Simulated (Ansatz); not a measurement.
Molecule: C2H3 (charge 0, doublet). It need not be the lowest isomer of its formula. 
Geometry from a B3LYP-D3(BJ)/def2-TZVP (Ansatz, an electronic-structure program) optimisation:
SMILES: [CH]=C
```xyz
5

C      0.0510    -0.5838    -0.0118
C      0.0446     0.7173     0.0179
H     -0.8735    -1.1638    -0.0541
H      0.9720    -1.1602     0.0038
H     -0.6722     1.5232     0.0139
```
Charge 0, spin multiplicity 2.

Total electronic energies in hartree. Cores are frozen in the correlated levels unless marked. UHF or UKS for open shells. No spin-orbit coupling. Non-relativistic. CBS(X,Y): correlation extrapolated as X^-3; Hartree-Fock from the larger set.

The UHF reference is spin-contaminated (<S^2> 0.18 over the pure value in the largest basis). 

```json
[
 {"level": "HF/cc-pVTZ", "program": "Ansatz", "energy (Eh)": "-77.41972"},
 {"level": "HF/def2-QZVPP", "program": "Ansatz", "energy (Eh)": "-77.42570"},
 {"level": "RI-HF/def2-QZVPPD", "program": "Ansatz", "energy (Eh)": "-77.42569"},
 {"level": "r2SCAN0/def2-TZVPD", "program": "Ansatz", "energy (Eh)": "-77.87421"},
 {"level": "B2PLYP-D3(BJ)/def2-TZVPD", "program": "Ansatz + dftd3", "energy (Eh)": "-77.85522"},
 {"level": "MP2/6-31G", "program": "Ansatz", "energy (Eh)": "-77.50698"},
 {"level": "SCS-MP2/STO-3G", "program": "Ansatz", "energy (Eh)": "-76.51706"},
 {"level": "SCS-MP2/6-31G", "program": "Ansatz", "energy (Eh)": "-77.50810"},
 {"level": "SCS-MP2/cc-pVTZ", "program": "Ansatz", "energy (Eh)": "-77.70605"},
 {"level": "SCS-MP2/cc-pwCVTZ", "program": "Ansatz", "energy (Eh)": "-77.71098"},
 {"level": "CCSD/def2-QZVPP", "program": "Ansatz", "energy (Eh)": "-77.75917"},
 {"level": "CCSD(T)/6-31G", "program": "Ansatz", "energy (Eh)": "-77.54760"},
 {"level": "CCSD(T)/def2-SVP", "program": "Ansatz", "energy (Eh)": "-77.60968"},
 {"level": "CCSD(T)/CBS(cc-pVTZ,cc-pVQZ)", "program": "Ansatz", "energy (Eh)": "-77.7859"},
 {"level": "CCSD(T)/CBS(def2-TZVPP,def2-QZVPP)", "program": "Ansatz", "energy (Eh)": "-77.7865"}
]
```

Totals of different functionals don't rank their quality; only differences between species are comparable.
